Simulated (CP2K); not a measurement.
# A workflow on C2HCl2F (SMILES FC=C(Cl)Cl), part 1 of 2

We compute the vertical excitations (HSE06/SZV-GTH), then the excited states (HSE06/DZVP-GTH), then the vertical excitations (HSE06/TZVP-GTH), then the vertical excitations (HSE06/TZV2P-GTH), then the excited states (HSE06/QZV2P-GTH), then the vertical excitations (HSE06/QZV3P-GTH) of C2HCl2F. 

The results are computed with CP2K 2026.2.

### 1 The structure to begin with

The species is C2HCl2F (6 atoms), meant as a singlet with charge 0. SMILES: `FC=C(Cl)Cl`. Geometry: relaxed at GFN2-xTB.

Bond lengths: F1–C2 1.336 Å, C2–C3 1.329 Å, C3–Cl4 1.714 Å, C3–Cl5 1.714 Å, C2–H6 1.079 Å. Angles: F1–C2–C3 121.8°, C2–C3–Cl4 123.7°, C2–C3–Cl5 120.2°, Cl4–C3–Cl5 116.1°, F1–C2–H6 113.4°, C3–C2–H6 124.8°.

### 2 The excited states at HSE06/SZV-GTH (core potential, admm exchange PBEX, admm type ADMM2, dipole form LENGTH) (run 1)

File molecule.xyz:

```xyz
6

F      0.377390    -1.455220     1.030310
C      0.337900    -0.177220     0.642990
C     -0.250130     0.193360    -0.490060
Cl    -1.011930    -0.900910    -1.567580
Cl    -0.276230     1.844560    -0.948520
H      0.823010     0.495430     1.332860
```

File qs.inp:

```
&GLOBAL
   PROJECT qs
   RUN_TYPE ENERGY
   PRINT_LEVEL MEDIUM
&END GLOBAL
&FORCE_EVAL
   METHOD QS
   &DFT
      BASIS_SET_FILE_NAME GTH_BASIS_SETS
      BASIS_SET_FILE_NAME BASIS_ADMM_UZH
      POTENTIAL_FILE_NAME POTENTIAL_UZH
      # Quickstep
      &QS
         METHOD GPW
         EPS_DEFAULT 1.0E-10
      &END QS
      # real-space grids
      &MGRID
         CUTOFF 400
         REL_CUTOFF 50
         NGRIDS 4
      &END MGRID
      &POISSON
         PERIODIC NONE
         POISSON_SOLVER WAVELET
      &END POISSON
      &SCF
         SCF_GUESS ATOMIC
         EPS_SCF 1.0E-06
         MAX_SCF 100
         &DIAGONALIZATION
            ALGORITHM STANDARD
         &END DIAGONALIZATION
         &MIXING
            METHOD DIRECT_P_MIXING
            ALPHA 0.4
         &END MIXING
      &END SCF
      &XC
         &XC_FUNCTIONAL
            &HYB_GGA_XC_HSE06
            &END HYB_GGA_XC_HSE06
         &END XC_FUNCTIONAL
         &HF
            FRACTION 0.25
            &SCREENING
               EPS_SCHWARZ 1.0E-09
            &END SCREENING
            &INTERACTION_POTENTIAL
               POTENTIAL_TYPE SHORTRANGE
               OMEGA 0.11
            &END INTERACTION_POTENTIAL
            &MEMORY
               MAX_MEMORY 1750
            &END MEMORY
         &END HF
      &END XC
      &AUXILIARY_DENSITY_MATRIX_METHOD
         ADMM_TYPE ADMM2
         EXCH_CORRECTION_FUNC PBEX
      &END AUXILIARY_DENSITY_MATRIX_METHOD
      # extra output
      &PRINT
         &MOMENTS
            PERIODIC F
            REFERENCE COM
            MAX_MOMENT 1
         &END MOMENTS
         &MO ON
            ENERGIES T
            OCCUPATION_NUMBERS T
            NDIGITS 6
            &EACH
               QS_SCF 0
            &END EACH
            ADD_LAST NUMERIC
         &END MO
         &HIRSHFELD OFF
         &END HIRSHFELD
      &END PRINT
   &END DFT
   # atoms, cell and kinds
   &SUBSYS
      # vacuum box
      &CELL
         ABC 11.5 11.5 11.5
         PERIODIC NONE
      &END CELL
      &TOPOLOGY
         COORD_FILE_NAME molecule.xyz
         COORD_FILE_FORMAT XYZ
         &CENTER_COORDINATES
         &END CENTER_COORDINATES
      &END TOPOLOGY
      &KIND F
         BASIS_SET ORB SZV-GTH-q7
         BASIS_SET AUX_FIT admm-tzp-q7
         POTENTIAL GTH-PBE0-q7
      &END KIND
      &KIND C
         BASIS_SET ORB SZV-GTH-q4
         BASIS_SET AUX_FIT admm-tzp-q4
         POTENTIAL GTH-PBE0-q4
      &END KIND
      &KIND Cl
         BASIS_SET ORB SZV-GTH-q7
         BASIS_SET AUX_FIT admm-tzp-q7
         POTENTIAL GTH-PBE0-q7
      &END KIND
      &KIND H
         BASIS_SET ORB SZV-GTH-q1
         BASIS_SET AUX_FIT admm-tzp-q1
         POTENTIAL GTH-PBE0-q1
      &END KIND
   &END SUBSYS
   &PROPERTIES
      # excited states
      &TDDFPT
         NSTATES 4
         MAX_ITER 50
         CONVERGENCE [eV] 1.0E-04
         &DIPOLE_MOMENTS
            DIPOLE_FORM LENGTH
         &END DIPOLE_MOMENTS
      &END TDDFPT
   &END PROPERTIES
&END FORCE_EVAL
```

Run with:

```
$ OMP_NUM_THREADS=2 cp2k.psmp -i qs.inp > qs.out 2>&1
```

Log:

```text
CP2K| version string:                                       CP2K version 2026.2
[...]
 GLOBAL| Method name                                                        CP2K
[...]
 GLOBAL| Run type                                                         ENERGY
[...]
 DFT| Spin restricted Kohn-Sham (RKS) calculation                            RKS
 DFT| Multiplicity                                                             1
[...]
 DFT| Charge                                                                   0
[...]
 FUNCTIONAL| HYB_GGA_XC_HSE06:
[...]
 QS| Method:                                                                 GPW
[...]
 QS| Density cutoff [a.u.]:                                                200.0
[...]
 QS| Relative density cutoff [a.u.]:                                        25.0
[...]
                             - Atoms:                                          6
[...]
                             - Spherical basis functions:                     21
[...]
 Number of electrons:                                                         30
[...]
     1 P_Mix/Diag. 0.40E+00   10.6     1.82994883       -64.4257098840 -6.44E+01
[...]
    16 DIIS/Diag.  0.26E-06    7.6     0.00000058       -65.6857451513 -2.27E-12
  *** SCF run converged in    16 steps ***
[...]
  Overlap energy of the core charge distribution:               0.00000163340477
  Self energy of the core charge distribution:               -160.47967913778055
  Core Hamiltonian energy:                                     41.71857726915839
  Hartree energy:                                              67.02583017110810
  Exchange-correlation energy:                                -11.26112579809016
  Hartree-Fock Exchange energy:                                -2.68934928911903
  Total energy:                                               -65.68574515131849
[...]
                     Mulliken Population Analysis
 #  Atom  Element  Kind  Atomic population                           Net charge
       1     F        1          7.230697                             -0.230697
       2     C        2          4.024392                             -0.024392
       3     C        2          4.244367                             -0.244367
       4     Cl       3          6.890266                              0.109734
       5     Cl       3          6.900226                              0.099774
       6     H        4          0.710053                              0.289947
 # Total charge                             30.000000                 -0.000000
[...]
 ENERGY| Total FORCE_EVAL ( QS ) energy [hartree]            -65.685745151318486
[...]
```

It took 4.3 min on 2 threads of Intel Xeon Platinum 8259CL at 2.50GHz (Skylake/Cascade Lake), shared host; peak memory 2.4 GiB.

The roots found:

| excited state | energy (eV) | strength |
| --- | --- | --- |
| 1 | 6.342 | 0.0000 |
| 2 | 7.017 | 0.0004 |
| 3 | 7.083 | 0.0002 |
| 4 | 7.115 | 0.0648 |

### 3 The vertical excitations at HSE06/DZVP-GTH (core potential, admm exchange PBEX, admm type ADMM2, dipole form LENGTH) (run 2)

molecule.xyz is that of step 2.

File run.inp:

```
&GLOBAL
  PROJECT run
  RUN_TYPE ENERGY
  PRINT_LEVEL MEDIUM
&END GLOBAL

&FORCE_EVAL
  METHOD QS
  &DFT
    BASIS_SET_FILE_NAME GTH_BASIS_SETS
    BASIS_SET_FILE_NAME BASIS_ADMM_UZH
    POTENTIAL_FILE_NAME POTENTIAL_UZH
    ! Quickstep
    &QS
      METHOD GPW
      EPS_DEFAULT 1.0E-10
    &END QS
    &MGRID
      CUTOFF 400
      REL_CUTOFF 50
      NGRIDS 4
    &END MGRID
    ! cluster boundary conditions
    &POISSON
      PERIODIC NONE
      POISSON_SOLVER WAVELET
    &END POISSON
    ! SCF settings
    &SCF
      SCF_GUESS ATOMIC
      EPS_SCF 1.0E-06
      MAX_SCF 100
      &DIAGONALIZATION
        ALGORITHM STANDARD
      &END DIAGONALIZATION
      &MIXING
        METHOD DIRECT_P_MIXING
        ALPHA 0.4
      &END MIXING
    &END SCF
    &XC
      &XC_FUNCTIONAL
        &HYB_GGA_XC_HSE06
        &END HYB_GGA_XC_HSE06
      &END XC_FUNCTIONAL
      &HF
        FRACTION 0.25
        &SCREENING
          EPS_SCHWARZ 1.0E-09
        &END SCREENING
        &INTERACTION_POTENTIAL
          POTENTIAL_TYPE SHORTRANGE
          OMEGA 0.11
        &END INTERACTION_POTENTIAL
        &MEMORY
          MAX_MEMORY 1750
        &END MEMORY
      &END HF
    &END XC
    &AUXILIARY_DENSITY_MATRIX_METHOD
      ADMM_TYPE ADMM2
      EXCH_CORRECTION_FUNC PBEX
    &END AUXILIARY_DENSITY_MATRIX_METHOD
    ! extra output
    &PRINT
      &MOMENTS
        PERIODIC F
        REFERENCE COM
        MAX_MOMENT 1
      &END MOMENTS
      &MO ON
        ENERGIES T
        OCCUPATION_NUMBERS T
        NDIGITS 6
        &EACH
          QS_SCF 0
        &END EACH
        ADD_LAST NUMERIC
      &END MO
      &HIRSHFELD OFF
      &END HIRSHFELD
    &END PRINT
  &END DFT
  &SUBSYS
    &CELL
      ABC 11.5 11.5 11.5
      PERIODIC NONE
    &END CELL
    &TOPOLOGY
      COORD_FILE_NAME molecule.xyz
      COORD_FILE_FORMAT XYZ
      &CENTER_COORDINATES
      &END CENTER_COORDINATES
    &END TOPOLOGY
    &KIND F
      BASIS_SET ORB DZVP-GTH-q7
      BASIS_SET AUX_FIT admm-tzp-q7
      POTENTIAL GTH-PBE0-q7
    &END KIND
    &KIND C
      BASIS_SET ORB DZVP-GTH-q4
      BASIS_SET AUX_FIT admm-tzp-q4
      POTENTIAL GTH-PBE0-q4
    &END KIND
    &KIND Cl
      BASIS_SET ORB DZVP-GTH-q7
      BASIS_SET AUX_FIT admm-tzp-q7
      POTENTIAL GTH-PBE0-q7
    &END KIND
    &KIND H
      BASIS_SET ORB DZVP-GTH-q1
      BASIS_SET AUX_FIT admm-tzp-q1
      POTENTIAL GTH-PBE0-q1
    &END KIND
  &END SUBSYS
  &PROPERTIES
    ! excited states
    &TDDFPT
      NSTATES 4
      MAX_ITER 50
      CONVERGENCE [eV] 1.0E-04
      &DIPOLE_MOMENTS
        DIPOLE_FORM LENGTH
      &END DIPOLE_MOMENTS
    &END TDDFPT
  &END PROPERTIES
&END FORCE_EVAL
```

Run with:

```
$ OMP_NUM_THREADS=2 cp2k.psmp run.inp > run.out
```

Log:

```text
CP2K| version string:                                       CP2K version 2026.2
[...]
 GLOBAL| Method name                                                        CP2K
[...]
 GLOBAL| Run type                                                         ENERGY
[...]
 DFT| Spin restricted Kohn-Sham (RKS) calculation                            RKS
 DFT| Multiplicity                                                             1
[...]
 DFT| Charge                                                                   0
[...]
 FUNCTIONAL| HYB_GGA_XC_HSE06:
[...]
 QS| Method:                                                                 GPW
[...]
 QS| Density cutoff [a.u.]:                                                200.0
[...]
 QS| Relative density cutoff [a.u.]:                                        25.0
[...]
                             - Atoms:                                          6
[...]
                             - Spherical basis functions:                     70
[...]
 Number of electrons:                                                         30
[...]
     1 P_Mix/Diag. 0.40E+00   10.6     1.66420472       -63.3921549303 -6.34E+01
[...]
    16 DIIS/Diag.  0.38E-06    7.6     0.00000049       -66.0708032225 -1.79E-11
  *** SCF run converged in    16 steps ***
[...]
  Overlap energy of the core charge distribution:               0.00000163340477
  Self energy of the core charge distribution:               -160.47967913778055
  Core Hamiltonian energy:                                     42.61247683360252
  Hartree energy:                                              66.03699748274656
  Exchange-correlation energy:                                -11.46985099039992
  Hartree-Fock Exchange energy:                                -2.77074904402748
  Total energy:                                               -66.07080322245410
[...]
                     Mulliken Population Analysis
 #  Atom  Element  Kind  Atomic population                           Net charge
       1     F        1          7.170764                             -0.170764
       2     C        2          3.829693                              0.170307
       3     C        2          4.210072                             -0.210072
       4     Cl       3          6.972609                              0.027391
       5     Cl       3          6.995212                              0.004788
       6     H        4          0.821651                              0.178349
 # Total charge                             30.000000                 -0.000000
[...]
 ENERGY| Total FORCE_EVAL ( QS ) energy [hartree]            -66.070803222454103
[...]
```

It took 4.6 min on 2 threads of Intel Xeon Platinum 8259CL at 2.50GHz (Skylake/Cascade Lake), shared host; peak memory 2.4 GiB.

The roots found:

| excited state | energy (eV) | strength |
| --- | --- | --- |
| 1 | 6.037 | 0.0021 |
| 2 | 6.200 | 0.0013 |
| 3 | 7.227 | 0.4422 |
| 4 | 7.344 | 0.0000 |

### 4 The excited states at HSE06/TZVP-GTH (core potential, admm exchange PBEX, admm type ADMM2, dipole form LENGTH) (run 3)

molecule.xyz is that of step 3.

File gas.inp:

```
&GLOBAL
  PROJECT_NAME gas
  RUN_TYPE ENERGY
  PRINT_LEVEL MEDIUM
&END

&FORCE_EVAL
  METHOD QS
  &DFT
    BASIS_SET_FILE_NAME GTH_BASIS_SETS
    BASIS_SET_FILE_NAME BASIS_ADMM_UZH
    POTENTIAL_FILE_NAME POTENTIAL_UZH
    CHARGE 0
    MULTIPLICITY 1
    # Quickstep
    &QS
      METHOD GPW
      EPS_DEFAULT 1.0E-10
    &END
    &MGRID
      CUTOFF 400
      REL_CUTOFF 50
      NGRIDS 4
    &END
    # cluster boundary conditions
    &POISSON
      PERIODIC NONE
      POISSON_SOLVER WAVELET
    &END
    # self-consistent field
    &SCF
      SCF_GUESS ATOMIC
      EPS_SCF 1.0E-06
      MAX_SCF 100
      &DIAGONALIZATION
        ALGORITHM STANDARD
      &END
      &MIXING
        METHOD DIRECT_P_MIXING
        ALPHA 0.4
      &END
    &END
    &XC
      &XC_FUNCTIONAL
        &HYB_GGA_XC_HSE06
        &END
      &END
      # exact exchange
      &HF
        FRACTION 0.25
        &SCREENING
          EPS_SCHWARZ 1.0E-09
          SCREEN_ON_INITIAL_P F
        &END
        &INTERACTION_POTENTIAL
          POTENTIAL_TYPE SHORTRANGE
          OMEGA 0.11
        &END
        &MEMORY
          MAX_MEMORY 1750
        &END
      &END
    &END
    &AUXILIARY_DENSITY_MATRIX_METHOD
      ADMM_TYPE ADMM2
      EXCH_CORRECTION_FUNC PBEX
    &END
    &PRINT
      &MOMENTS
        PERIODIC F
        REFERENCE COM
        MAX_MOMENT 1
      &END
      &MO ON
        ENERGIES T
        OCCUPATION_NUMBERS T
        NDIGITS 6
        &EACH
          QS_SCF 0
        &END
        ADD_LAST NUMERIC
      &END
      &HIRSHFELD OFF
      &END
    &END
  &END
  # structure
  &SUBSYS
    &CELL
      ABC [angstrom] 11.5 11.5 11.5
      PERIODIC NONE
    &END
    &TOPOLOGY
      COORD_FILE_NAME molecule.xyz
      COORD_FILE_FORMAT XYZ
      &CENTER_COORDINATES
      &END
    &END
    &KIND F
      BASIS_SET ORB TZVP-GTH-q7
      BASIS_SET AUX_FIT admm-tzp-q7
      POTENTIAL GTH-PBE0-q7
    &END
    &KIND C
      BASIS_SET ORB TZVP-GTH-q4
      BASIS_SET AUX_FIT admm-tzp-q4
      POTENTIAL GTH-PBE0-q4
    &END
    &KIND Cl
      BASIS_SET ORB TZVP-GTH-q7
      BASIS_SET AUX_FIT admm-tzp-q7
      POTENTIAL GTH-PBE0-q7
    &END
    &KIND H
      BASIS_SET ORB TZVP-GTH-q1
      BASIS_SET AUX_FIT admm-tzp-q1
      POTENTIAL GTH-PBE0-q1
    &END
  &END
  &PROPERTIES
    &TDDFPT
      NSTATES 4
      MAX_ITER 50
      CONVERGENCE [eV] 1.0E-04
      &DIPOLE_MOMENTS
        DIPOLE_FORM LENGTH
      &END
    &END
  &END
&END
```

Run with:

```
$ OMP_NUM_THREADS=2 cp2k.psmp -i gas.inp > gas.out 2>&1
```

Log:

```text
CP2K| version string:                                       CP2K version 2026.2
[...]
 GLOBAL| Method name                                                        CP2K
[...]
 GLOBAL| Run type                                                         ENERGY
[...]
 DFT| Spin restricted Kohn-Sham (RKS) calculation                            RKS
 DFT| Multiplicity                                                             1
[...]
 DFT| Charge                                                                   0
[...]
 FUNCTIONAL| HYB_GGA_XC_HSE06:
[...]
 QS| Method:                                                                 GPW
[...]
 QS| Density cutoff [a.u.]:                                                200.0
[...]
 QS| Relative density cutoff [a.u.]:                                        25.0
[...]
                             - Atoms:                                          6
[...]
                             - Spherical basis functions:                     91
[...]
 Number of electrons:                                                         30
[...]
     1 P_Mix/Diag. 0.40E+00   11.2     3.15764200       -63.7261563828 -6.37E+01
[...]
    16 DIIS/Diag.  0.74E-06    8.2     0.00000092       -66.0994175631 -4.49E-12
  *** SCF run converged in    16 steps ***
[...]
  Overlap energy of the core charge distribution:               0.00000163340477
  Self energy of the core charge distribution:               -160.47967913778055
  Core Hamiltonian energy:                                     42.41663536050302
  Hartree energy:                                              66.20164875323717
  Exchange-correlation energy:                                -11.46655569253330
  Hartree-Fock Exchange energy:                                -2.77146847995998
  Total energy:                                               -66.09941756312888
[...]
                     Mulliken Population Analysis
 #  Atom  Element  Kind  Atomic population                           Net charge
       1     F        1          7.120976                             -0.120976
       2     C        2          3.937481                              0.062519
       3     C        2          4.146623                             -0.146623
       4     Cl       3          6.963856                              0.036144
       5     Cl       3          6.986602                              0.013398
       6     H        4          0.844461                              0.155539
 # Total charge                             30.000000                 -0.000000
[...]
 ENERGY| Total FORCE_EVAL ( QS ) energy [hartree]            -66.099417563128881
[...]
```

Run time: 5.2 min. Hardware: 2 threads of Intel Xeon Platinum 8259CL at 2.50GHz (Skylake/Cascade Lake), shared host; peak memory 2.4 GiB.

The roots found:

| excited state | energy (eV) | strength |
| --- | --- | --- |
| 1 | 5.963 | 0.0007 |
| 2 | 6.051 | 0.0019 |
| 3 | 7.040 | 0.4087 |
| 4 | 7.273 | 0.0000 |

Runs 4 to 5 aren't shown in full; the table further down has their settings and results.

(Continued in part 2 of 2.)
